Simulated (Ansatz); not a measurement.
Ansatz (an electronic-structure program) input (HF/aug-cc-pV(T+d)Z): A basis named .json is the Basis Set Exchange file of that set (core-valence sets with the plain set on hydrogen).

Ansatz 0.2 input:
```yaml
crystal:
  periodic: [false, false, false]
  atoms:
    - {symbol: C, position_ang: [0.05100638, -0.58378700, -0.01181402]}
    - {symbol: C, position_ang: [0.04460873, 0.71726049, 0.01788006]}
    - {symbol: H, position_ang: [-0.87346485, -1.16381706, -0.05413951]}
    - {symbol: H, position_ang: [0.97198321, -1.16021184, 0.00382948]}
    - {symbol: H, position_ang: [-0.67220906, 1.52318793, 0.01391380]}
basis:
  gaussian:
    orbitals: aug-cc-pV_T+d_Z.json
hamiltonian:
  xc: {name: HF}
magnetization: {spin_polarized: true, initial_magnetization: 1}
accuracy: high
```

Output:

```
Functional definition: HF
integrals: 0.44 GiB planned
2373 factors; integrals over basis functions are off by at most 3.1e-9 eV
mean field: 0.67 GiB planned
mean field evaluation 1: about -2104.5083 eV, gradient 1.8e1 eV
mean field evaluation 2: about -2104.5097 eV, gradient 1.8e1 eV
mean field evaluation 4: about -2106.5360 eV, gradient 2.3e0 eV
mean field evaluation 8: about -2106.6719 eV, gradient 5.3e-1 eV
mean field evaluation 16: about -2106.7186 eV, gradient 1.7e-6 eV
mean field -2106.71861959 eV, -77.4204812847 hartree, gradient 1.5e-8 eV, S^2 0.931653; 0 other end points of the search recorded, 0 dependent functions left out
reference -2106.71861959 eV, -77.4204812847 hartree; 8, 7 occupied and 153, 154 virtual orbitals, 2373 factors
Total energy: -2106.71861959 eV, -77.4204812847 hartree
```

The determinant is spin-contaminated: <S^2> is 0.93.
